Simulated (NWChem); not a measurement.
# Spin states of F

```xyz
1

F      0.0000     0.0000     0.0000
```
Charge 0, spin multiplicity 2.

All runs are NWChem calculations.

Basis set: def2-TZVP. The gap is E(quartet) − E(doublet), so a negative value puts the higher spin lower. Open shells are unrestricted. The quartet is the single determinant that the SCF runs reached, with unpaired electrons in orbitals of symmetry ag and b2u and b3u (D2h labels); it need not be the lowest quartet, which in molecules with degenerate π orbitals can need several determinants. Where the lowest doublet needs several determinants, the single determinant used here isn't a pure state and places it wrongly.

The correlated methods keep 1 core orbital frozen. No SCF solution was tested for a lower state. Open-shell Hartree-Fock references start from PBE0 orbitals.

Task: One of these methods gave a vertical doublet-quartet gap of 493.1 kcal/mol. Which?
(A) B2PLYP
(B) HF
(C) PBE
(D) MP2

Result: A, B2PLYP. The others give 495.6 (MP2), 471.7 (HF), 489.6 (PBE).
